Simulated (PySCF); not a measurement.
PySCF input (CCSD(T)/cc-pVDZ):

```python
from pyscf import gto, scf, mp, cc as ccmod

mol = gto.M(
    atom='''
    F    -0.00000000   -0.00000000   -1.07291806
    Cl    0.00000000    0.00000000    0.56801544
    ''',
    basis='cc-pvdz',
    charge=0,
    spin=0,
    verbose=4,
)

mf = scf.RHF(mol)
mf.conv_tol = 1e-10
mf.max_cycle = 100
mf.kernel()
mp2 = mp.MP2(mf, frozen=6).run()
cc = ccmod.CCSD(mf, frozen=6)
cc.max_cycle = 100
cc.kernel()
et = cc.ccsd_t()
print(f'E(CCSD(T)) = {cc.e_tot + et:.9f}')
```

Output:

```
PySCF version 2.14.0

[INPUT] verbose = 4
[INPUT] num. atoms = 2
[INPUT] num. electrons = 26
[INPUT] charge = 0
[INPUT] spin (= nelec alpha-beta = 2S) = 0
[INPUT] symmetry False subgroup None
[INPUT] Mole.unit = angstrom
[INPUT] Symbol           X                Y                Z      unit          X                Y                Z       unit  Magmom
[INPUT]  1 F      0.000000000000   0.000000000000  -1.072918060000 AA    0.000000000000   0.000000000000  -2.027521287500 Bohr   0.0
[INPUT]  2 Cl     0.000000000000   0.000000000000   0.568015440000 AA    0.000000000000   0.000000000000   1.073393616124 Bohr   0.0

nuclear repulsion = 49.3402769038234
number of shells = 10
number of NR pGTOs = 67
number of NR cGTOs = 32
basis = cc-pvdz
ecp = {}

******** <class 'pyscf.scf.hf.RHF'> ********
method = RHF
initial guess = minao
damping factor = 0
level_shift factor = 0
DIIS = <class 'pyscf.scf.diis.CDIIS'>
diis_start_cycle = 1
diis_space = 8
diis_damp = 0
SCF conv_tol = 1e-10
SCF conv_tol_grad = None
SCF max_cycles = 100
direct_scf = True
direct_scf_tol = 1e-13
Set gradient conv threshold to 1e-05
Initial guess from minao.
init E= -558.84546846561
  HOMO = -0.395770424866859  LUMO = -0.146875694330725  gap/eV = 6.77277
cycle= 1 E= -558.821250959023  delta_E= 0.0242  |g|= 0.335  |ddm|= 1.36
  HOMO = -0.516743525716004  LUMO = 0.0448902212933691  gap/eV = 15.28283
cycle= 2 E= -558.840227680445  delta_E= -0.019  |g|= 0.151  |ddm|= 0.29
  HOMO = -0.494210399321169  LUMO = 0.0619821453701581  gap/eV = 15.13477
cycle= 3 E= -558.843849224465  delta_E= -0.00362  |g|= 0.037  |ddm|= 0.104
  HOMO = -0.491596072840369  LUMO = 0.0697341892657928  gap/eV = 15.27457
cycle= 4 E= -558.844117965776  delta_E= -0.000269  |g|= 0.0091  |ddm|= 0.0234
  HOMO = -0.492678069349906  LUMO = 0.0690635389463701  gap/eV = 15.28577
cycle= 5 E= -558.844140601625  delta_E= -2.26e-05  |g|= 0.0014  |ddm|= 0.00782
  HOMO = -0.49244028801137  LUMO = 0.0692041210656402  gap/eV = 15.28312
cycle= 6 E= -558.844141465387  delta_E= -8.64e-07  |g|= 0.000437  |ddm|= 0.00166
  HOMO = -0.492438481777517  LUMO = 0.0691668221854433  gap/eV = 15.28206
cycle= 7 E= -558.844141567543  delta_E= -1.02e-07  |g|= 8.45e-05  |ddm|= 0.000642
  HOMO = -0.492420640721202  LUMO = 0.0691771769993519  gap/eV = 15.28186
cycle= 8 E= -558.844141571594  delta_E= -4.05e-09  |g|= 1.03e-05  |ddm|= 0.000144
  HOMO = -0.49242217326371  LUMO = 0.0691756554354708  gap/eV = 15.28186
cycle= 9 E= -558.844141571655  delta_E= -6.07e-11  |g|= 1.33e-06  |ddm|= 1.7e-05
  HOMO = -0.492421776750447  LUMO = 0.0691760943596842  gap/eV = 15.28186
Extra cycle  E= -558.844141571655  delta_E= -1.14e-13  |g|= 4.85e-07  |ddm|= 1.33e-06
converged SCF energy = -558.844141571655

******** <class 'pyscf.mp.mp2.RMP2'> ********
nocc = 7, nmo = 26
frozen orbitals 6
E(RMP2) = -559.170853496098  E_corr = -0.326711924442865
E(SCS-RMP2) = -559.162151509976  E_corr = -0.31800993832103
E_corr(same-spin) = -0.0854358127043164
E_corr(oppo-spin) = -0.241276111738548

******** <class 'pyscf.cc.ccsd.CCSD'> ********
CC2 = 0
CCSD nocc = 7, nmo = 26
frozen orbitals 6
max_cycle = 100
direct = 0
conv_tol = 1e-07
conv_tol_normt = 1e-05
diis_space = 6
diis_start_cycle = 0
diis_start_energy_diff = 1e+09
Init t2, MP2 energy = -559.170853501063  E_corr(MP2) -0.326711929407696
Init E_corr(CCSD) = -0.326711929407779
cycle = 1  E_corr(CCSD) = -0.333495193608119  dE = -0.0067832642  norm(t1,t2) = 0.0423932
cycle = 2  E_corr(CCSD) = -0.341337597639256  dE = -0.00784240403  norm(t1,t2) = 0.0166083
cycle = 3  E_corr(CCSD) = -0.342025442903321  dE = -0.000687845264  norm(t1,t2) = 0.00681996
cycle = 4  E_corr(CCSD) = -0.343146991699714  dE = -0.0011215488  norm(t1,t2) = 0.00311596
cycle = 5  E_corr(CCSD) = -0.343122911241792  dE = 2.40804579e-05  norm(t1,t2) = 0.00069887
cycle = 6  E_corr(CCSD) = -0.343065747886457  dE = 5.71633553e-05  norm(t1,t2) = 0.000218026
cycle = 7  E_corr(CCSD) = -0.343071636215704  dE = -5.88832925e-06  norm(t1,t2) = 9.17702e-05
cycle = 8  E_corr(CCSD) = -0.343073111287762  dE = -1.47507206e-06  norm(t1,t2) = 2.42047e-05
cycle = 9  E_corr(CCSD) = -0.343072882134984  dE = 2.29152778e-07  norm(t1,t2) = 8.98956e-06
cycle = 10  E_corr(CCSD) = -0.343072747260897  dE = 1.34874088e-07  norm(t1,t2) = 2.21499e-06
cycle = 11  E_corr(CCSD) = -0.343072722525963  dE = 2.47349332e-08  norm(t1,t2) = 8.01714e-07
CCSD converged
E(CCSD) = -559.1872142941812  E_corr = -0.3430727225259634
CCSD(T) correction = -0.00669005144316787
E(CCSD(T)) = -559.193904346
```
